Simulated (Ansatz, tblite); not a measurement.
Removing an electron: [Al(CN)H3]- (CH3AlN⁻). Total charge -1; singlet. Geometry: r2SCAN-D4/def2-TZVPD. Ansatz, gas phase; energy differences of separate SCF runs; the oxidised species was run as a doublet alone.

```xyz
6

Al   -0.049   -0.552    0.312
C     0.108    1.200   -0.690
N     0.198    2.214   -1.251
H     0.857   -0.401    1.652
H     0.511   -1.712   -0.679
H    -1.625   -0.750    0.656
```

The xTB rows come from tblite. Correlated methods freeze 7 core orbitals. HOMO above LUMO, or a gap near zero within one spin, warns that the state may not be the lowest or that an electron is smeared out.

```json
{"level": "GFN2-xTB", "−HOMO (eV)": "5.57", "vertical IE (eV)": "8.74", "−LUMO (eV)": "1.38", "HOMO–LUMO gap (eV)": "4.19", "remarks": "–"}
{"level": "HF/def2-TZVPPD", "−HOMO (eV)": "–", "vertical IE (eV)": "5.00", "−LUMO (eV)": "–", "HOMO–LUMO gap (eV)": "–", "remarks": "–"}
{"level": "r2SCAN-D4/def2-TZVPD", "−HOMO (eV)": "2.22", "vertical IE (eV)": "5.11", "−LUMO (eV)": "-4.21", "HOMO–LUMO gap (eV)": "6.43", "remarks": "gap within one spin near zero (doublet)"}
{"level": "PBE0-D4/def2-TZVPD", "−HOMO (eV)": "3.15", "vertical IE (eV)": "5.33", "−LUMO (eV)": "-3.71", "HOMO–LUMO gap (eV)": "6.87", "remarks": "–"}
```

Question: Estimate the rows for GFN1-xTB, MP2/def2-TZVPPD, CCSD/def2-TZVPPD, CCSD(T)/def2-TZVPPD.

Answer: 
```tsv
level	−HOMO (eV)	vertical IE (eV)	−LUMO (eV)	HOMO–LUMO gap (eV)
GFN1-xTB	6.53	9.52	0.88	5.65
MP2/def2-TZVPPD	–	5.70	–	–
CCSD/def2-TZVPPD	–	5.70	–	–
CCSD(T)/def2-TZVPPD	–	5.68	–	–
```

Run but left out: PBE-D4/def2-TZVPD (neutral doublet: an occupied level 0.19 eV above an empty one).  Raw xTB energy differences between charge states are shifted by several eV; the methods need an empirical correction for them.
